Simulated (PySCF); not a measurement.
Species: 2-methyl-2-butene, C5H10.
Numbering: `[CH3:1][CH:2]=[C:3]([CH3:4])[CH3:5]` (hydrogens: H6, H7, H8 on C1; H9 on C2; H10, H11, H12 on C4; H13, H14, H15 on C5)

Method: PySCF 2.14.0, PBE0-D3(BJ)/def2-TZVP geometry optimisation, gas phase; density fitting, grid level 2; the optimiser is geomeTRIC in internal coordinates, started from a GFN2-xTB structure with every atom displaced at random (about 0.01 Å).

Step 0: E = -5343.4178 eV
```
atom  x, y, z in Å  |  force x, y, z in eV/Å
C1      2.0758   -0.3946   -0.3366   -0.985   1.701  -0.150
C2      0.7863    0.4041   -0.5220    0.499  -0.565   0.340
C3     -0.4259    0.1664   -0.0102    0.922  -0.005  -0.127
C4     -0.7204   -0.9727    0.9010   -1.751   0.276   0.151
C5     -1.5721    1.0651   -0.3081   -0.136   0.269   0.263
H6      2.4128   -0.7076   -1.3129    0.298  -0.304  -0.331
H7      1.9369   -1.2342    0.3049    0.048  -0.684   0.437
H8      2.8411    0.2782    0.0827   -0.083  -0.304  -0.057
H9      0.9028    1.2801   -1.1425   -0.030   0.219  -0.236
H10    -1.5443   -1.5805    0.4633    0.436   0.147   0.217
H11    -1.1423   -0.5963    1.8612    0.314  -0.174  -0.424
H12     0.1009   -1.6178    1.1166    0.638  -0.382   0.093
H13    -1.3081    1.8983   -0.9636    0.075  -0.100   0.028
H14    -2.3886    0.5125   -0.7677   -0.208  -0.117  -0.127
H15    -1.9701    1.4816    0.6267   -0.037   0.022  -0.076
```

**Question.** Estimate the geometry and energy of step 1. (The exact step hangs on the optimiser's Hessian estimate; all steps are aligned on step 0, rigid shifts and turns removed.)

**Answer.** E = -5343.4863 eV, largest force 0.348 eV/Å
```
atom  x, y, z in Å  |  force x, y, z in eV/Å
C1      2.0507   -0.3634   -0.3310   -0.089  -0.068   0.007
C2      0.7919    0.4179   -0.5219    0.105  -0.029  -0.007
C3     -0.4149    0.1658   -0.0160   -0.131  -0.014  -0.019
C4     -0.7395   -0.9693    0.9029    0.143  -0.169  -0.094
C5     -1.5819    1.0527   -0.3239   -0.016  -0.058  -0.091
H6      2.4630   -0.6798   -1.2968   -0.040  -0.002   0.065
H7      1.9083   -1.2541    0.2873    0.026   0.088  -0.097
H8      2.8210    0.2483    0.1468    0.027   0.038   0.026
H9      0.8892    1.3040   -1.1482   -0.011  -0.042  -0.014
H10    -1.6632   -1.4856    0.6024    0.231   0.062  -0.015
H11    -0.9129   -0.5835    1.9041   -0.154   0.121   0.288
H12     0.0715   -1.6949    0.9945   -0.136  -0.024  -0.122
H13    -1.2937    1.8988   -0.9481    0.002   0.032   0.000
H14    -2.3631    0.4900   -0.8520    0.044   0.045   0.044
H15    -2.0415    1.4357    0.5925    0.001   0.021   0.029
```

The energy changes by -0.0685 eV. The first-order estimate −F·Δx gives -0.1884 eV and the mean of the old and new forces, exact on a quadratic surface, -0.0769 eV. The step makes an angle of 82° with the force vector and moves no atom by more than 0.234 Å.

The cost below is that of the whole optimisation. Time: 9.4 min wall, 14 min CPU; peak memory 1.1 GiB. Hardware: Intel Xeon at 2.50 GHz, 2 threads, shared host.
